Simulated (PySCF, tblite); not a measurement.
## A complex of beryllium hydride and methylamine

A gas-phase complex of beryllium hydride and methylamine; neutral, singlet. The structure comes from a short search (6 tight-binding starts) and was relaxed by PBE0-D3(BJ)/def2-TZVPD; another way of binding may lie lower. No frequency run checks that it is a minimum.

```csv
part,name,SMILES,atoms,charge,multiplicity
1,beryllium hydride,[BeH2],1–3,0,1
2,methylamine,CN,4–10,0,1
```

Coordinates in Å:
```
Be1    -0.458   -0.100    0.472
H2      0.906   -0.199    0.373
H3     -1.482    0.605   -0.109
C4     -1.335   -2.534    0.805
N5     -1.086   -1.307    1.581
H6     -0.399   -2.855    0.348
H7     -2.046   -2.307    0.010
H8     -1.731   -3.341    1.423
H9     -0.421   -1.497    2.323
H10    -1.949   -0.990    2.011
```

Contacts between parts, classed by geometry: Be1···N5 1.755 Å (bond).

The parts are joined by the bond Be1–N5, so these are energies of forming such bonds; deforming the relaxed parts to their shape in the adduct costs 9.4 kcal/mol, which the interaction energies leave out.

Interaction energies are complex less parts, with the parts frozen as they stand in it; counterpoise-corrected, in kcal/mol (PySCF).

Problem. How strongly do the parts interact, level by level?

Solution. 
```csv
level,interaction,superposition error removed
wB97M-D3(BJ)/def2-TZVPD,-36.23,-0.28
PBE0-D3(BJ)/def2-TZVPD,-37.64,-0.29
```

Problem. What holds them together? Decompose the wB97M-D3(BJ)/def2-TZVPD energy: frozen parts, their antisymmetrised product, then relaxation.

Solution. electrostatic -63.8, Pauli repulsion +65.2, orbital relaxation -35.7, dispersion correction -2.2 kcal/mol, which sum to the value before the counterpoise correction; the Pauli term holds the exchange-correlation of the frozen density too. Of the attraction, 63 % is electrostatic, 35 % is orbital relaxation, 2 % is dispersion correction.

The parts were also relaxed and run alone, at the levels used for the complex: shieldings by PBE0/pcSseg-2; core levels by delta-SCF with SCAN, pcX-2 on the ionised atom and pcseg-1 elsewhere, spin-free X2C.

Values alone: shielding of Be1 (ppm): 77.9; shielding of N5 (ppm): 245.5; Be1 1s core level (eV): 121.80; C4 1s core level (eV): 291.52; N5 1s core level (eV): 405.10.

Problem. How do these values change when the complex forms?

Solution. 
```csv
property,alone,in the complex,change
shielding of Be1 (ppm),77.9,85.4,+7.5
shielding of N5 (ppm),245.5,226.2,-19.3
Be1 1s core level (eV),121.80,118.47,-3.33
C4 1s core level (eV),291.52,292.83,+1.31
N5 1s core level (eV),405.10,407.30,+2.20
```
